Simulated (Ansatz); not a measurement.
A made-up structure of CH5NSi, singlet:

```xyz
8
angstrom
C -0.6500 0.9178 -0.5799
N 0.8443 -1.1021 0.6538
Si 0.4544 0.0481 -0.3572
H -1.0367 0.7768 -1.5963
H -0.3192 1.9620 -0.5271
H -1.4910 0.7981 0.1172
H 1.7514 -1.5562 0.5468
H 0.2957 -1.4709 1.4306
```

It is relaxed with PBE-D4/def2-SVP and then PBE0-D4/def2-TZVP (Ansatz 0.2.0). Atoms count as bonded within 1.22 times the sum of their covalent radii (H–H: 0.88 Å). The end point is not checked to be a true minimum.

Problem. Does its bonding change? (A judgement: the text doesn't fix the answer.)

Solution. By the calculation: No: no bond forms or breaks.

Where it ends: The first stage lowers the energy by 5.81 eV in 9 steps. It ends as CH₅NSi ([CH3][Si][NH2]):
C1  (-0.671, 0.909, -0.557)
N2  (0.867, -1.061, 0.592)
Si3  (1.012, 0.032, -0.713)
H4  (-1.221, 0.803, -1.499)
H5  (-0.504, 1.986, -0.431)
H6  (-1.310, 0.560, 0.259)
H7  (1.601, -1.713, 0.823)
H8  (0.075, -1.143, 1.214)
(Å)

Labels in which every atom is bracketed show which atoms are joined, not bond orders.

For scale, one of the runs: PBE0-D4/def2-TZVP relaxation, 129 basis functions, launched by `ansatz run in.yaml --threads 2 --pin off --events-out ev --progress --plain --max-ram 4352MiB`. The run took about 6.5 s on 2 CPU threads of an AMD EPYC 9R45 (shared host).
